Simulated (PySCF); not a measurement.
Species: C₃H₉PS.
Cartesian coordinates in Å at the PBE0-D3(BJ)/def2-SVP level; atoms count from 1:
```xyz
14
C3H9PS angstrom
C     -0.695    1.571   -0.422
P      0.157    0.230    0.472
C      1.546   -0.228   -0.616
C     -0.988   -1.184    0.362
S      0.685    0.697    2.288
H     -0.974    1.274   -1.444
H     -1.593    1.850    0.147
H     -0.025    2.442   -0.455
H      2.060   -1.093   -0.174
H      1.208   -0.472   -1.635
H      2.253    0.613   -0.646
H     -1.260   -1.412   -0.679
H     -1.890   -0.945    0.943
H     -0.504   -2.057    0.823
```

Computed with core-valence-separated Tamm–Dancoff BHandHLYP/aug-pcX-1 (pcseg-1 on H, def2-SVPD on P, def2-SVPD on S) in PySCF, non-relativistic, gas phase, PBE0-D3(BJ)/def2-SVP geometry. BHandHLYP without relativity tends to put these K edges a few eV too low, so spacings mean more than positions.

(1) Give energies, oscillator strengths and core holes at the C K edge.

## Answers

(1) 
```tsv
E (eV)	f	core hole on	main final orbital
285.74	0.0401	C1/C3/C4	LUMO (3 roots, f summed)
286.32	0.1013	C1/C3/C4	spread (3 roots, f summed)
286.49	0.0738	C1/C3/C4	spread (3 roots, f summed)
286.57	0.0938	C1/C3/C4	spread (3 roots, f summed)
```

The first line with a tenth or more of the strongest one's intensity is at 285.74 eV (f = 0.040, sum of 3), with the hole on C1/C3/C4 (sp3 carbon bound to phosphorus). The strongest listed is at 286.32 eV (f = 0.101, sum of 3; C1/C3/C4).

Roots within 0.03 eV whose holes lie on the same, on equivalent or on shared atoms are summed into one line, and the highest roots are left out, as the search may have cut off their partners. Final orbitals are the ground state's empty Kohn–Sham orbitals.

Question: What are the wavelength and the wavenumber of the 286.57 eV line?

Answer: λ = 12398.42 eV Å/286.57 eV = 43.265 Å; 2.3113 × 10⁶ cm⁻¹.

The ionisation thresholds weren't computed; near and above them a finite basis only mimics Rydberg series and continuum.

On one thread of an Arm Neoverse V2, no GPU, on a shared host, this took 11 s wall.
